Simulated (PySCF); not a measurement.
Structure problem from calculated spectra and properties.

Formula: BFH5P.

* Valence photoelectron: vertical ionisation energy: 10.60 eV [ΔSCF B3LYP/def2-SVPD]
* XPS: P2p3/2 138.4, B1s 196.0, F1s 691.4, P1s 2152.0 eV [ΔSCF SCAN, pcX-2 on the ionised atom, pcseg-1 elsewhere, spin-free X2C, 2p3/2 from a spin–orbit splitting computed afterwards within the 2p shell]
* 1H NMR: chemical shifts (computed TMS as zero) by class: 4.14 (2 H), 3.73 (3 H) ppm [GIAO PBE0/pcSseg-1]
* NMR, other nuclei: isotropic shieldings of nuclei other than C and H, by class: 109 (1 B), 436 (1 F), 493 (1 P) ppm [GIAO PBE0/pcSseg-1]
* Triplet: lowest triplet excitation (Tamm–Dancoff): 6.00 eV [TDA B3LYP/def2-SVPD]
* UV, strongest line: among the 10 lowest singlet transitions: S8 at 7.96 eV (156 nm, f = 0.388) [TDDFT B3LYP/def2-SVPD]
* Polarisability: 47.9 au [B3LYP/def2-SVPD]
* Rotational structure: rotational constants A, B, C: 27.915, 4.360, 4.043 GHz [PBE0-D3(BJ)/def2-SVP]
* Dipole: 4.58 D [B3LYP/def2-SVPD]
* UV, first state: lowest singlet excitation: 6.47 eV (192 nm, f = 0.005) [TDDFT B3LYP/def2-SVPD]

The electronic properties come from PySCF, for the isolated species, density fitting. Levels stand in brackets. Geometry: PBE0-D3(BJ)/def2-SVP; no solvent, vibrations or thermal averaging. Each NMR value is the plain mean over a class of atoms that symmetry, rotation or inversion makes alike.

Q: Give a SMILES that accounts for the data.

A: Numbering: `[F:1][BH2-:2][PH3+:3]`. Hydrogen classes from least to most shielded: 2 H on a four-coordinate boron, B2 (4.14 ppm), 3 H on a phosphorus bonded to B and 3 H, P3 (3.73 ppm, a mean of values up to 0.5 ppm apart in this geometry). The other shieldings belong to: 109 ppm, four-coordinate boron [B2]; 436 ppm, boron-bound fluorine [F1]; 493 ppm, phosphorus bonded to B and 3 H [P3]. The core levels belong to: P2p3/2 138.4 eV, phosphorus bonded to B and 3 H [P3]; B1s 196.0 eV, four-coordinate boron [B2]; F1s 691.4 eV, boron-bound fluorine [F1]; P1s 2152.0 eV, phosphorus bonded to B and 3 H [P3]. S1 is mainly HOMO→LUMO (weight 0.99); the largest Löwdin shares of the orbital it empties are 0.31 on the four-coordinate boron, 0.26 on the boron-bound fluorine and 0.18 on each of 2 atoms of one kind (B–H hydrogen), of the orbital it fills 0.45 on the phosphorus bonded to B and 3 H, 0.15 on a P–H hydrogen, 0.15 on the four-coordinate boron and 0.09 on a P–H hydrogen. The optimised geometry has point group Cs and is an asymmetric top. Structure: `F[BH2-][PH3+]`. Computed isomers that give other values at the same levels: `[BH3-][PH2+]F` (rotational constant A: 24.845 GHz; this holds for the one conformer computed). The assignments are read from this structure; whether some other isomer fits the data as well wasn't checked.
